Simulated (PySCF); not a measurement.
# Orbital picture of AlF⁺

PBE0 at R = 1.606 Å; PySCF, no relativity, basis sets Al def2-TZVPPD, F def2-TZVPPD. State: ²Σ⁺ (doublet), unpaired electrons σ ↑. Only the outer orbitals are listed, counted within each symmetry.

| spin | orbital | occ. | ε (eV) | on Al (%) | main shells (%) |
| --- | --- | --- | --- | --- | --- |
| α | 5σ | 1 | -39.38 | 11 | 88 F s |
| α | 6σ | 1 | -20.44 | 24 | 72 F p, 21 Al s |
| α | 2π | 1 | -18.69 | 8 | 92 F p |
| α | 2π | 1 | -18.69 | 8 | 92 F p |
| α | 7σ | 1 | -15.79 | 91 | 68 Al s, 22 Al p, 8 F p |
| α | 3π | 0 | -8.60 | 100 | 95 Al p |
| α | 3π | 0 | -8.60 | 100 | 95 Al p |
| α | 8σ | 0 | -6.14 | 103 | 63 Al p, 28 Al d, 11 Al s |
| β | 5σ | 1 | -39.16 | 11 | 88 F s |
| β | 6σ | 1 | -19.87 | 22 | 74 F p, 17 Al s |
| β | 2π | 1 | -18.63 | 8 | 92 F p |
| β | 2π | 1 | -18.63 | 8 | 92 F p |
| β | 7σ | 0 | -11.89 | 94 | 80 Al s, 13 Al p |
| β | 3π | 0 | -7.16 | 102 | 100 Al p |
| β | 3π | 0 | -7.16 | 102 | 100 Al p |

Which are the highest filled and the lowest empty level, where do they sit, and how wide is the gap?

Highest filled α 7σ at -15.79 eV (in %: 68 Al s, 22 Al p, 8 F p); lowest empty β 7σ at -11.89 eV (in %: 80 Al s, 13 Al p); the gap at PBE0 is 3.90 eV.

The bond order (Mayer) is 1.33, the ⟨S²⟩ is 0.751 and the charge on Al (Mulliken, basis-dependent) is 1.08. The charge on Al (Löwdin, basis-dependent) is 1.20 and the dipole moment (positive dipole points towards F; it is taken about the centre of mass and depends on that origin) is -5.34 D. The polarisability along the bond is 20.0 bohr³ and the polarisability across the bond is 21.8 bohr³.

Shares are Mulliken populations and can fall outside 0 to 100 %.

The state is the lowest determinant that a PBE0 search found; another state may lie lower at other levels.
